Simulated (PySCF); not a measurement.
# Cl₂−: a composite coupled-cluster curve

One table from this session's results is given with a row withheld; the runs are named, their logs left out.

The runs use PySCF 2.14.0; CCSD(T) on ROHF, no relativity in the base curves; scalar relativity is added as a correction.

2 further runs of the same task are left out: 2 set aside as unsound or not needed.

Set-up of the first run:

* molecule: Cl₂−
* state: doublet, unpaired electrons σ ↑
* smaller basis: Cl aug-cc-pV(D+d)Z
* larger basis: Cl aug-cc-pV(T+d)Z
* frozen core orbitals: 10
* extrapolation: correlation as n⁻³ (n = 2, 3), Hartree–Fock as (n+1)·exp(−9√n)
* corrections: scalar relativity
* distances (Å): 2.3434, 2.4499, 2.5564, 2.6629, 2.7694, 2.9026, 3.0357
* masses (u): 34.9689, 34.9689
* dissociation limit: Cl + Cl−

The run is started by

```bash
> OMP_NUM_THREADS=4 python comp.py task.json out
```

One table of the session follows, with a row left open; its other results are not shown here.

Parts of the energy along the bond, in eV from Cl + Cl−:

```
 R (Å)  HF/CBS  CCSD corr.      (T)  relativity
2.3434  -0.284      -0.707  -0.1262     -0.0055
2.4499  -0.439      -0.679  -0.1242     -0.0038
2.5564       ?           ?        ?           ?
2.6629  -0.506      -0.644  -0.1234     -0.0016
2.7694  -0.468      -0.635  -0.1239     -0.0010
2.9026  -0.385      -0.629  -0.1251     -0.0005
3.0357  -0.283      -0.627  -0.1265     -0.0002
```

Q: Estimate the row for R (Å) = 2.5564 from the others.

Worked estimate for «HF/CBS». A straight line through the neighbours (2.4499, -0.439) and (2.6629, -0.506) gives -0.439 + (-0.506 + 0.439) × (2.5564 − 2.4499) / (2.6629 − 2.4499) = -0.473; a parabola fitted to 4 rows on both sides gives -0.505.

The run gave: HF/CBS: -0.503; CCSD corr.: -0.658; (T): -0.1234; relativity: -0.0025. In «HF/CBS» the line misses by +0.030 and the parabola by -0.002.

Limits of these values: Spin–orbit coupling, core–valence correlation and excitations beyond (T) are left out. An extrapolation from double and triple zeta is rough, so this isn't yet the limit.
